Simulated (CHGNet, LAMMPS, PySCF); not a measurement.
# How well does each level of theory give the lattice parameter a of rock-salt LiCl?

Reference value: 5.07 Å (measured, static lattice: zero-point anharmonic expansion removed, our sources range from 5.056 to 5.072; as tabulated in Mejia-Rodriguez and Trickey (2018), arXiv:1807.09216).

Problem. Put these levels in order of the lattice parameter a that they give for rock-salt LiCl, smallest first: CHGNet 0.3.0, CHGNet-r²SCAN, MP2 (PySCF), PBE0 (PySCF), ionic model catlow1977 (shell model, LAMMPS).

Solution. MP2 (5.014 Å), ionic model catlow1977 (5.049 Å), CHGNet-r²SCAN (5.087 Å), PBE0 (5.110 Å), CHGNet 0.3.0 (5.146 Å)

Errors against the reference: ionic model catlow1977 -0.41 %, CHGNet 0.3.0 +1.50 %, CHGNet-r²SCAN +0.34 %, PBE0 +0.79 %, MP2 -1.10 %.

A ± on a computed value is a rough bar: the spread of its extrapolation, a floor set from checks against published values, or a statistical error.

Empirical potentials (ionic model catlow1977) are fitted to chosen data: where that held the value shown, agreement is built in, and what lay outside the fit can be far off. Machine-learned potentials (CHGNet 0.3.0, CHGNet-r²SCAN) are trained on DFT data: a solid inside that data is no test of them.

Differences are worked out from the printed values.
